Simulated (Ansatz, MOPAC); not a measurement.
Process, species as SMILES: C#CC [prop-1-yne] + C (CH4) → C#C (C2H2) [acetylene] + CC (C2H6) [ethane]

Wanted: bond separation energy (enthalpy at 298 K), in kcal/mol. Set-up: spin-orbit terms left out; non-relativistic; LANL2DZ all-electron up to Ne; dispersion terms only where a functional's name holds one. Ab initio and DFT rows: single points at B3LYP-D3(BJ) geometries (Ansatz, a first-principles code), with unscaled harmonic terms from B3LYP/6-31G* (Ansatz) at its own minima. Semi-empirical rows: MOPAC heats of formation at their own minima for 298 K.

| species | coefficient | E at B3LYP/LANL2DZ (Ansatz), Eh | E at wB97X-V/def2-TZVPD (Ansatz), Eh | H(298 K) - E, kcal/mol | heat of formation at PM6 (MOPAC), kcal/mol |
|---|---|---|---|---|---|
| C#CC | -1 | -116.63702 | -116.65899 | 38.06 | 45.36 |
| C#C (C2H2) | +1 | -77.31626 | -77.33193 | 19.14 | 56.75 |
| C (CH4) | -1 | -40.51439 | -40.51531 | 30.76 | -12.29 |
| CC (C2H6) | +1 | -79.81861 | -79.82947 | 49.98 | -15.82 |

Measured values: Active Thermochemical Tables 1.112 (ions: stationary electron), as tabulated in the package chemicals; they hold spin-orbit and core effects, anharmonicity.  Value to compare with, the measured value: 7.9 kcal/mol. 1 Eh = 627.5095 kcal/mol.

Question: Work the quantity out at each level, and compare with the measured value.

Answer: 
- B3LYP/LANL2DZ: the sum of coefficient times E is 0.01654 Eh, or 10.38 kcal/mol; the thermal terms add 0.30. Result: 10.7 kcal/mol. Its error against the measured value is 2.8 kcal/mol.
- wB97X-V/def2-TZVPD: the sum of coefficient times E is 0.01290 Eh, or 8.09 kcal/mol; the thermal terms add 0.30. Result: 8.4 kcal/mol. Its error against the measured value is 0.5 kcal/mol.
- PM6: the sum of coefficient times heat of formation is 7.86 kcal/mol; it needs no thermal term. Its error against the measured value is 0.0 kcal/mol.
